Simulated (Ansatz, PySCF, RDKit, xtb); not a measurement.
**Which structure has the formula CH4BO−?**

Only the formula CH4BO− is given (charge -1). Aim: find the structure of lowest free energy at 1000 K, then its properties.

Plan: many cheap relaxations first (GFN2-xTB), then density-functional screening, relaxation at PBE0-D3(BJ)/def2-SVPD, vibrations and a final energy. The numbers are computed, not measured.

4 further runs of the same task are left out: 4 set aside as unsound or not needed.

## 1. Candidates

All bonding patterns within simple valence rules are listed by program: one Lewis structure each, at most two rings and one unusual centre or charged pair. O–O, O–halogen and N–halogen bonds and N–N–N chains are not drawn. That gives 17 candidates.

c009 [BH3-][C]O; c053 [CH][BH2-]O; c122 [BH3-]O[CH] (triplet); c168 [BH2-]=CO; c251 [BH3-]C=O; c398 BC[O-]; c433 C=[BH-]O; c435 [BH2-]1CO1; c448 BO[CH2-]; c506 [CH-]=[BH-][OH2+]; c550 [BH2-]1[CH-][OH+]1; c694 [BH3-]O[CH]; c739 [BH2-]=[C-][OH2+]; c756 CB[O-]; c819 [BH3-][C]O (triplet); c902 [CH][BH2-]O (triplet); c980 [CH2+][BH2-][O-].

Candidates are built by distance geometry, with a force field where one applies, in up to four conformers (letters a to d). 3 starts with atoms placed at random are added, to find patterns that the rules miss.

**Question.** With final energies at CCSD(T)/def2-SVPD + MP2/def2-TZVPPD - MP2/def2-SVPD, which structure will this search put lowest in free energy, and by what margin?

| quantity | value |
| --- | --- |
| lowest structure found | CB[O-], singlet, Cs |
| next finalist | C=[BH-]O, singlet, 18.4 kcal/mol higher in G |
| share at equilibrium, among the finalists | 100.0 % |
| harmonic wavenumbers, lowest and highest (PBE0-D3(BJ)/def2-SVPD) | 132 and 3085 cm⁻¹ |
| rotational constants, same geometry | 1.743, 0.2907, 0.2612 cm⁻¹ |
| HOMO energy (PBE0/def2-TZVPD) | -0.19 eV |
| LUMO energy (PBE0/def2-TZVPD) | 4.02 eV |
| HOMO–LUMO gap (to an unbound level, set by the basis) (PBE0/def2-TZVPD) | 4.22 eV |
| lowest excitation (TD-B3LYP/def2-SVPD) | 3.77 eV (f = 0.031) |
| strongest of the states computed, same level | 5.45 eV (f = 0.163) |
| lowest triplet excitation, same level, Tamm-Dancoff | 3.56 eV |
| vertical detachment energy | 2.24 eV |
| vertical triplet less singlet | +3.21 eV |

The lowest structure found is `CB[O-]`. The margin of 18.4 kcal/mol over the next finalist is beyond the usual error of the last level; it says nothing of structures that weren't ranked. GFN2-xTB, HF/STO-3G, r2SCAN-D4/def2-SVPD, PBE0-D3(BJ)/def2-SVPD, HF/def2-SVPD and MP2/def2-SVPD already put its bonding pattern lowest among the structures in one piece. In an anion, excitations above the detachment energy lie in the continuum and hang on the basis, so they needn't be bound states. The search is not exhaustive (a finite list of starts, one conformer a finalist), so a lower isomer can't be ruled out. Patterns outside the rules of the enumeration were met only by chance.
